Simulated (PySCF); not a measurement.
HClO, charge +3, doublet, geometry from GFN2-xTB of the parent state (a state made from the parent by changing its charge; the spin is typed, not shown lowest); PBE/3-21G run with PySCF.

Input for PySCF:
```python
from pyscf import gto, scf, dft

mol = gto.Mole()
mol.atom = '''
    O    -0.04383216    1.02148558    0.01469068
    H    -0.96672120    1.40203158    0.00503415
    Cl    0.07749285   -0.56317154   -0.00720939
'''
mol.basis = '3-21g'
mol.charge = 3
mol.spin = 1
mol.verbose = 3
mol.build()

mf = dft.UKS(mol)
mf.xc = 'pbe'
mf.kernel()
mf.analyze()
```

The log (banner, timings and long lists left out):

```
converged SCF energy = -530.708352604567  <S^2> = 0.78124858  2S+1 = 2.0310082
**** MO energy ****
                             alpha | beta                alpha | beta
MO #1   energy= -101.314240506612  | -101.30697908663   occ= 1 | 1
MO #2   energy= -19.9835174002809  | -19.9818802971552  occ= 1 | 1
MO #3   energy= -10.429684514105   | -10.4226974989081  occ= 1 | 1
MO #4   energy= -8.26815217145253  | -8.26256613563966  occ= 1 | 1
MO #5   energy= -8.2656525637154   | -8.25850621113936  occ= 1 | 1
MO #6   energy= -8.2595477279243   | -8.24381769812994  occ= 1 | 1
MO #7   energy= -2.18846476585188  | -2.18035148600458  occ= 1 | 1
MO #8   energy= -1.87208563512782  | -1.84109205586772  occ= 1 | 1
MO #9   energy= -1.61355439629158  | -1.59494309684631  occ= 1 | 1
MO #10  energy= -1.50130107656782  | -1.49233467050937  occ= 1 | 1
MO #11  energy= -1.49845395073391  | -1.46616056061107  occ= 1 | 1
MO #12  energy= -1.38830232407933  | -1.34243634113704  occ= 1 | 0
MO #13  energy= -1.35446421017497  | -1.32682544271691  occ= 0 | 0
MO #14  energy= -1.17282901041988  | -1.15540085826896  occ= 0 | 0
MO #15  energy= -0.798075082601372 | -0.788835667886342 occ= 0 | 0
MO #16  energy= -0.52723312945224  | -0.50735310909477  occ= 0 | 0
MO #17  energy= -0.403619266862817 | -0.387340367471445 occ= 0 | 0
MO #18  energy= -0.402364532526902 | -0.380184666749669 occ= 0 | 0
MO #19  energy= -0.390719335314962 | -0.370006306935895 occ= 0 | 0
MO #20  energy= -0.00588028523460293 | 0.00679496543837832 occ= 0 | 0

To work with the spin densities directly, `use mulliken_meta_spin()` only printing them here.

 ** Mulliken spin pop alpha/beta on meta-lowdin orthogonal AOs **
 ** Mulliken Spin Density (per atom)  **
spin density of  0 O =      0.05503
spin density of  1 H =      0.01685
spin density of  2 Cl =      0.92812
 ** Mulliken pop alpha/beta on meta-lowdin orthogonal AOs **
 ** Mulliken atomic charges   ( Nelec_alpha | Nelec_beta ) **
charge of  0O =      0.40712  (     3.82396      3.76892 )
charge of  1H =      0.58504  (     0.21590      0.19906 )
charge of  2Cl =      2.00784  (     7.96014      7.03202 )

WARN: System has nonzero charge 3; the dipole moment is origin-dependent.
Location of origin: [0. 0. 0.]

Dipole moment(X, Y, Z, Debye): -2.47846,  0.74100, -0.03018
```
